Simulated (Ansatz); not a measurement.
Consider the isomerisation: `C/C=C(\N)F` → `NC1(F)CC1`.

Computed with Ansatz on PBE0-D4/def2-TZVP structures; ΔE is electronic, products minus reactants. CCSD(T)/CBS adds triple-zeta CCSD(T) − MP2 to the extrapolated MP2 energy (def2 sets, frozen cores). DFT in def2-TZVPP. Each species was taken in one conformer, which may not be the lowest.

| level | ΔE (kcal/mol) |
| --- | --- |
| r2SCAN-D4 | 8.0 |
| SCS-MP2/def2-QZVPP | 7.3 |
| HF/CBS(def2) | 9.4 |
| CCSD/CBS(def2) | 7.3 |

(1) What does CCSD(T)/CBS give? (Best estimate.)

Largest T1 diagnostic among the species: 0.011.

Results:

(1) Ansatz gave: +7.7 kcal/mol. The listed levels differ from it by 0.3, -0.4, 1.7, -0.4 kcal/mol.

From PBE to PBE0 (25 % exact exchange), in def2-TZVPP and without D4, ΔE moves by −1.8 kcal/mol. In def2-TZVPP, CCSD(T) changes the Hartree–Fock value by −1.8 kcal/mol (the triples alone add +0.4 kcal/mol) and MP2 by −3.1 kcal/mol.
